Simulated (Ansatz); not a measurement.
**fcc Ag**

Method: PBEsol in Ansatz (plane waves, PAW).

Numerical settings: plane-wave cutoff 500 eV, 14×20×1 k mesh (along the axes of the cell as run), Fermi–Dirac smearing 0.1 eV, scalar-relativistic PAW data made under PBE.

Cell: relaxed at this level.

| Item | Value |
|---|---|
| surface energy of the (110) face | 1.19 J/m² |
| work function of the (110) face | 4.32 eV |

The slab of 12 atoms is relaxed and unreconstructed.

Static lattice: no zero-point or thermal effects.

The result took around 40 core-minutes (rough).

Ansatz is a quantum-chemistry and plane-wave program.
